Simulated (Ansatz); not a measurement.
propene (C3H6), SMILES C=CC.

Coordinates come from a ωB97X-D3(BJ)/def2-TZVP optimisation.

Two levels are set side by side: PBE/def2-SVPD (Ansatz, a first-principles code) and PBE0/def2-SVPD (Ansatz). Energy differences of separate SCF runs at the same geometry; the states with an electron removed or added have multiplicity 2 and 2. Differences are taken from unrounded values.

```tsv
quantity	PBE0	PBE	PBE minus PBE0
vertical ionisation energy (eV)	9.78	9.81	0.03
vertical singlet–triplet gap (eV)	4.35	4.53	0.17
```
